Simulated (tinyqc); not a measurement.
Pariser-Parr-Pople SCF with singles CI, for the molecule c1cc[nH]c1 (SMILES; centres numbered as the heavy atoms are written), step by step. Computed by tinyqc, a small Python program that keeps every step. Settings: charge = 0, gamma = MN, start = huckel, damping = 0, iteration cap = 61, excitations kept = 6. Command: `OMP_NUM_THREADS=1 python tinyqc.py 25137 25138 out.jsonl` (the two numbers bound the seeds that draw the settings). One thread of a shared host (Intel(R) Xeon(R) Processor @ 2.60GHz), about 0.01 s of CPU time with the checks. Later iterations appear only in the table of the cycle.

## PPP integrals

Centres (angstrom, eV; a flat drawing with bonds scaled to 1.40 angstrom):

| centre | x | y | core charge z | W | gamma_rr |
|---|---|---|---|---|---|
| 1C | 1.191000 | 0.000000 | 1 | 11.160000 | 11.130000 |
| 2C | 0.368000 | 1.133000 | 1 | 11.160000 | 11.130000 |
| 3C | -0.963000 | 0.700000 | 1 | 11.160000 | 11.130000 |
| 4N | -0.963000 | -0.700000 | 2 | 25.600000 | 16.800000 |
| 5C | 0.368000 | -1.133000 | 1 | 11.160000 | 11.130000 |

Resonance integrals (eV):

| i | j | beta |
|---|---|---|
| 1 | 2 | -2.390000 |
| 2 | 3 | -2.390000 |
| 3 | 4 | -2.240000 |
| 4 | 5 | -2.240000 |
| 5 | 1 | -2.390000 |

Mataga-Nishimoto: gamma = 14.399645/(R + a), a = 2 x 14.399645/(gamma_rr + gamma_ss); H_rr = -W_r - sum_(s != r) z_s gamma_rs; H_rs = beta for bonds.

repulsion gamma_rs (eV):
```
           1C         2C         3C         4N         5C
1C  11.130000   5.344818   4.046371   4.368809   5.344818
2C   5.344818  11.130000   5.346212   4.368302   4.045107
3C   4.046371   5.346212  11.130000   5.923040   4.045936
4N   4.368809   4.368302   5.923040  16.800000   5.923867
5C   5.344818   4.045107   4.045936   5.923867  11.130000
```

core matrix H (eV):
```
            1C          2C          3C          4N          5C
1C  -34.633625   -2.390000    0.000000    0.000000   -2.390000
2C   -2.390000  -34.632740   -2.390000    0.000000    0.000000
3C    0.000000   -2.390000  -36.444601   -2.240000    0.000000
4N    0.000000    0.000000   -2.240000  -46.184019   -2.240000
5C   -2.390000    0.000000    0.000000   -2.240000  -36.443595
```

## Starting guess

pi electrons, sum of z_r less the charge = 6

Orbitals of the Hueckel matrix of the beta values.

P at the start:
```
           1C         2C         3C         4N         5C
1C   1.194582   0.641795  -0.239649  -0.253122   0.654778
2C   0.641795   1.194582   0.654778  -0.253122  -0.239649
3C  -0.239649   0.654778   1.196994   0.642197  -0.250219
4N  -0.253122  -0.253122   0.642197   1.216848   0.642197
5C   0.654778  -0.239649  -0.250219   0.642197   1.196994
```

## Iteration 1: Fock matrix

F_rr = H_rr + P_rr gamma_rr / 2 + sum_(s != r) P_ss gamma_rs; F_rs = H_rs - P_rs gamma_rs / 2; E = tr P (H + F) / 2 + core repulsion sum_(r<s) z_r z_s gamma_rs.

F (eV):
```
           1C         2C         3C          4N         5C
1C  -5.043580  -4.105139   0.484855    0.552922  -4.139835
2C  -4.105139  -5.043157  -4.140291    0.552858   0.484703
3C   0.484855  -4.140291  -6.512716   -4.141881   0.506185
4N   0.552922   0.552858  -4.141881  -11.344621  -4.142146
5C  -4.139835   0.484703   0.506185   -4.142146  -6.513881
```

pi energy = -86.033114 eV

## Iteration 1: orbitals and new P

Diagonalise F (the basis is taken as orthonormal) and form P = 2 sum c c over the lowest orbitals.

orbital energies (eV): -15.437762  -10.302893  -9.513708  -0.759587  1.555994

P after iteration 1:
```
           1C         2C         3C         4N         5C
1C   1.073747   0.623103  -0.108868  -0.257629   0.726691
2C   0.623103   1.073738   0.726713  -0.257556  -0.108899
3C  -0.108868   0.726713   1.145088   0.524964  -0.404225
4N  -0.257629  -0.257556   0.524964   1.562245   0.524963
5C   0.726691  -0.108899  -0.404225   0.524963   1.145182
```

## Iteration 2: Fock matrix

As before.

F (eV):
```
           1C         2C         3C          4N         5C
1C  -5.339899  -4.055185   0.220261    0.562765  -4.332015
2C  -4.055185  -5.339781  -4.332581    0.562540   0.220255
3C   0.220261  -4.332581  -6.100402   -3.794692   0.817735
4N   0.562765   0.562540  -3.794692  -10.113444  -3.794904
5C  -4.332015   0.220255   0.817735   -3.794904  -6.100805
```

pi energy = -87.064781 eV

## Iteration 2: orbitals and new P

As before.

orbital energies (eV): -14.254500  -10.388953  -9.455034  -0.147885  1.252040

P after iteration 2:
```
           1C         2C         3C         4N         5C
1C   1.082072   0.608223  -0.111973  -0.256058   0.738394
2C   0.608223   1.082045   0.738418  -0.255993  -0.111981
3C  -0.111973   0.738418   1.129560   0.517820  -0.396583
4N  -0.256058  -0.255993   0.517820   1.576719   0.517842
5C   0.738394  -0.111981  -0.396583   0.517842   1.129604
```

## Convergence

Stop when output and input P, before any damping, agree to 1e-7.

Course of the cycle:

| iteration | E (eV) | largest \|P(out) - P(in)\| |
|---|---|---|
| 1 | -86.03311442 | 3.45e-01 |
| 2 | -87.06478144 | 1.56e-02 |
| 3 | -87.07266232 | 6.42e-03 |
| 4 | -87.07373081 | 2.90e-03 |
| 5 | -87.07394079 | 1.31e-03 |
| 6 | -87.07398381 | 5.96e-04 |
| 7 | -87.07399267 | 2.70e-04 |
| 8 | -87.07399449 | 1.23e-04 |
| 9 | -87.07399486 | 5.57e-05 |
| 10 | -87.07399494 | 2.52e-05 |
| 11 | -87.07399496 | 1.15e-05 |
| 12 | -87.07399496 | 5.19e-06 |
| 13 | -87.07399496 | 2.36e-06 |
| 14 | -87.07399496 | 1.07e-06 |
| 15 | -87.07399496 | 4.85e-07 |
| 16 | -87.07399496 | 2.20e-07 |
| 17 | -87.07399496 | 9.98e-08 |

Converged in 17 iterations.

## Converged orbitals

Charges are z - P_rr.

orbital energies (eV): -14.216884  -10.344118  -9.479700  -0.142150  1.267182

coefficients:
```
         MO1        MO2        MO3        MO4        MO5
1C  0.279699   0.584469   0.348962  -0.283103  -0.615014
2C  0.279722   0.584612  -0.348682  -0.282844   0.615146
3C  0.423760   0.069349  -0.615062   0.561742  -0.348946
4N  0.695961  -0.554120  -0.000143  -0.456716   0.000067
5C  0.423781   0.069032   0.615098   0.561879   0.348698
```

pi charges: 1C -0.083221, 2C -0.083190, 3C -0.125365, 4N 0.417179, 5C -0.125402

## Singles CI, singlets

Over the 6 single excitations with the smallest orbital gaps: A = (e_a - e_i) delta + 2 (ia|jb) - (ij|ab), with (pq|rs) = sum c_mp c_mq gamma_mn c_nr c_ns. f = 2/3 w |mu|^2 in atomic units, mu = sqrt2 sum c_ia sum_m c_mi c_ma R_m.

singlet CI matrix (eV):
```
           3>4        2>4        3>5        2>5        1>4        1>5
3>4   6.199641   0.000439   0.000518  -0.252676   0.000083   0.367612
2>4   0.000439   6.715119   0.884335  -0.000052  -0.202494   0.000259
3>5   0.000518   0.884335   7.235987  -0.000050   0.151111   0.000365
2>5  -0.252676  -0.000052  -0.000050   7.979456   0.000336   0.336780
1>4   0.000083  -0.202494   0.151111   0.000336  10.106054  -0.000064
1>5   0.367612   0.000259   0.000365   0.336780  -0.000064  11.131122
```

singlet excitation energies (eV): 6.037974  6.130472  7.897439  7.989887  10.121746  11.189860

oscillator strengths: 0.031894  0.336577  0.989195  0.424076  0.006737  0.016873

## Singles CI, triplets

Over the 6 single excitations with the smallest orbital gaps: A = (e_a - e_i) delta - (ij|ab), with (pq|rs) = sum c_mp c_mq gamma_mn c_nr c_ns.

triplet CI matrix (eV):
```
           3>4        2>4        3>5        2>5        1>4        1>5
3>4   2.945202  -0.000192  -0.000125  -0.651917  -0.000206  -1.087844
2>4  -0.000192   4.148256  -0.651917   0.000244   0.967144   0.000134
3>5  -0.000125  -0.651917   4.866522   0.000172  -1.087844   0.000548
2>5  -0.651917   0.000244   0.000172   5.061814   0.000134  -0.897816
1>4  -0.000206   0.967144  -1.087844   0.000134   6.980288   0.000203
1>5  -1.087844   0.000134   0.000548  -0.897816   0.000203  10.091445
```

triplet excitation energies (eV): 2.536274  3.722527  4.472207  5.188906  7.800332  10.373281
